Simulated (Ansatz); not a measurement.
System: C2H2F, net charge -1, singlet state. It need not be the lowest isomer of its formula. Whether it binds its extra electron was not tested at this geometry. SMILES: [C-](F)=C
Geometry: optimised at B3LYP-D3(BJ)/def2-TZVP (Ansatz, an electronic-structure program).

Parts of the frozen-core correlation energy in STO-3G (Ansatz, hartree). Frozen orbitals: 3; correlated occupied orbitals by spin: 9 and 9; virtual: 5 and 5. No spin-orbit coupling. No relativistic terms.

| term | value |
|---|---|
| reference (HF) | -173.72294 |
| MP2 opposite-spin | -0.09822 |
| MP2 same-spin | -0.01675 |
| CCSD correlation | -0.14737 |
| (T) | -0.00325 |
| FCI minus CCSD(T) | -0.00103 |
| T1 diagnostic | 0.015 |
| largest doubles amplitude | 0.152 |
